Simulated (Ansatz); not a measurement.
Kohn–Sham single points on AlO (`[O]=[Al]`) radical.

```yaml
crystal:
  periodic: [false, false, false]
  atoms:
    - {symbol: O, position_ang: [0.000000, 0.000000, -0.024979]}
    - {symbol: Al, position_ang: [-0.000000, -0.000000, 1.595029]}
basis:
  gaussian: {orbitals: def2-TZVPP}
magnetization: {spin_polarized: true, initial_magnetization: 1}
hamiltonian: {xc: {name: B3LYP}, dispersion: d4}
output: {forces: true, orbitals: {seedname: orbitals}}
```

```sh
$ ansatz run in.yaml --threads 2 --pin off --events-out ev --progress --plain --max-ram 32768MiB --backend cpu
```

Shortened log:

```
Functional definition: B3LYP
444 factors; their error is unknown
mean field evaluation 1: about -8631.3788 eV, gradient 5.6e1 eV
mean field evaluation 2: about -8433.3837 eV, gradient 1.3e2 eV
mean field evaluation 4: about -8644.2188 eV, gradient 4.7e0 eV
mean field evaluation 8: about -8644.3676 eV, gradient 9.8e-2 eV
mean field evaluation 16: about -8644.3776 eV, gradient 1.6e-3 eV
mean field -8644.37762781 eV, -317.6750184525 hartree, gradient 1.0e-5 eV, S^2 0.758668; 1 other end points of the search recorded, 0 dependent functions left out
reference -8644.37779558 eV, -317.6750246178 hartree; 11, 10 occupied and 62, 63 virtual orbitals, 444 factors
Total energy: -8644.41838337 eV, -317.6765161917 hartree
Atom 0 at     0.000000     0.000000    -0.024979 Å, force    -0.000000     0.000000    -0.188380 eV/Å
Atom 1 at    -0.000000    -0.000000     1.595029 Å, force     0.000000    -0.000000     0.188380 eV/Å
Dipole moment:    -0.000000     0.000000     0.860127 e Å
```

Hardware: 2 threads of an AMD EPYC 7R13 on a shared host. Wall time 0.91 s, peak host memory 0.16 GiB.

Changing it to `hamiltonian: {xc: r2scan, dispersion: d4}` (abridged; 2.7 s):

```
Functional definition: r2SCAN
mean field evaluation 16: about -8642.0417 eV, gradient 9.1e-4 eV
mean field -8642.04171877 eV, -317.5891753786 hartree, gradient 1.9e-5 eV, S^2 0.761361; 4 other end points of the search recorded, 0 dependent functions left out
Total energy: -8642.04648511 eV, -317.5893505383 hartree
Atom 0 force     0.000000    -0.000000     0.036416 eV/Å
Atom 1 force    -0.000000     0.000000    -0.036416 eV/Å
Dipole moment:    -0.000000     0.000000     0.877237 e Å
```

With the line `hamiltonian: {xc: {name: wB97X-V}}` and no forces (abridged; 4.2 s):

```
Functional definition: wB97X-V
mean field evaluation 16: about -8641.6173 eV, gradient 1.4e-3 eV
mean field evaluation 32: about -8641.6173 eV, gradient 4.0e-5 eV
mean field -8641.61729615 eV, -317.5735781348 hartree, gradient 4.0e-5 eV, S^2 0.762798; 1 other end points of the search recorded, 0 dependent functions left out
Total energy: -8641.61729506 eV, -317.5735780949 hartree
```

Changing it to `hamiltonian: {xc: {name: CAM-B3LYP}, dispersion: d4}` and no forces (abridged; 1.3 s):

```
Functional definition: CAM-B3LYP
mean field evaluation 16: about -8643.1807 eV, gradient 1.0e-3 eV
mean field -8643.18069444 eV, -317.6310319624 hartree, gradient 2.4e-5 eV, S^2 0.762346; 1 other end points of the search recorded, 0 dependent functions left out
Total energy: -8643.20125603 eV, -317.6317875867 hartree
```

With the line `hamiltonian: {xc: {name: B97M-V}}` and no forces (abridged; 3.4 s):

```
Functional definition: B97M-V
mean field evaluation 16: about -8641.4058 eV, gradient 1.2e-3 eV
mean field -8641.40577503 eV, -317.5658048770 hartree, gradient 2.4e-5 eV, S^2 0.756405; 4 other end points of the search recorded, 0 dependent functions left out
Total energy: -8641.40581665 eV, -317.5658064067 hartree
```

With the line `hamiltonian: {xc: {name: LC-wPBE}}` and no forces (abridged; 1.4 s):

```
Functional definition: LC-wPBE
mean field evaluation 16: about -8639.7773 eV, gradient 1.3e-3 eV
mean field -8639.77734146 eV, -317.5059610474 hartree, gradient 2.0e-5 eV, S^2 0.764615; 1 other end points of the search recorded, 0 dependent functions left out
Total energy: -8639.77734147 eV, -317.5059610476 hartree
```

B3LYP takes the VWN-RPA correlation (the form of Gaussian; ORCA's B3LYP/G).
